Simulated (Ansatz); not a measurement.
Energy needed to pull apart CH₂BCl (SMILES B=CCl), closed shell, into free ground-state atoms, from the structure below (at a frame of a short PBE0-D4/def2-SVP trajectory); no zero-point or spin–orbit terms; open-shell atoms are treated unrestricted, in their ground-state multiplicity.

```csv
atom,x (Å),y (Å),z (Å)
B1,-0.6788,0.1845,-0.5229
C2,0.3111,0.0060,0.4005
Cl3,1.6975,-1.0146,-0.0306
H4,-1.5027,0.4770,-1.3218
H5,0.3579,0.1633,1.4976
```

Program: Ansatz 0.2.0. Basis: def2-TZVPP. Cores are frozen in the correlated methods.

```csv
method,atomization energy (eV)
PBE-D4,?
r2SCAN-D4,17.50
PBE0-D4,17.53
wB97M-V,17.44
HF,12.55
MP2,17.16
CCSD,?
CCSD(T),16.68
```

Question: What does PBE-D4 give? (Judge from chemistry; the value comes from the calculation.)

Answer: By the calculation: 17.96 eV, which is about 1.28 eV more than CCSD(T)/def2-TZVPP.

Question: What does CCSD give? (An estimate is asked for; the value comes from the calculation.)

Answer: Computed: 16.34 eV, which is about 0.34 eV less than CCSD(T)/def2-TZVPP.

In triple zeta the MP2 and coupled-cluster atomization energies are still short of their basis limit by a few kcal/mol a bond, whereas those of the functionals are nearly converged, so these differences are not deviations from converged CCSD(T).

The T1 diagnostic stays at or below 0.013.

For scale, one of the runs: CCSD(T)/def2-TZVPP forces, 132 basis functions, launched by `ansatz run in.yaml --threads 2 --pin off --events-out ev --progress --plain --max-ram 3481MiB`. Hardware: 2 CPU threads of an Arm Neoverse V1, shared host. Wall time 39 s; peak host memory 1.1 GiB.
